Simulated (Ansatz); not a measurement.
The cluster Mg₃H₄. The state is a triplet with charge 0. Geometry r2SCAN-D4/def2-TZVP; atoms count from 1.

```xyz
7

Mg   -0.8433    0.6913   -1.7049
Mg    0.8748   -2.1196    0.5224
Mg    0.0602    0.6231    0.7174
H     0.0385   -0.9151   -0.6738
H     0.6704    1.5398   -0.7407
H     0.8501   -0.6281    1.7736
H    -1.6507    0.8086    0.1059
```

At PBE0-D4/def2-TZVP a singlet of charge 0 lies 0.54 eV below the triplet, each at its own geometry. The structure comes from a short search, and lower isomers may exist.

(1) Estimate the Mulliken populations from the PBE0/def2-TZVP orbitals of Ansatz.

(2) Where does the spin sit?

Answers

(1) 
```tsv
atom	charge (e)	spin (α − β)
Mg1	0.21	0.93
Mg2	0.18	0.91
Mg3	0.64	0.12
H4	-0.31	0.00
H5	-0.23	0.00
H6	-0.26	0.03
H7	-0.23	0.00
```
Mulliken values depend strongly on the basis.

(2) Summed by element: Mg 1.96, H 0.04, of 2 unpaired in all. Largest on single atoms: Mg1 0.93, Mg2 0.91, Mg3 0.12.
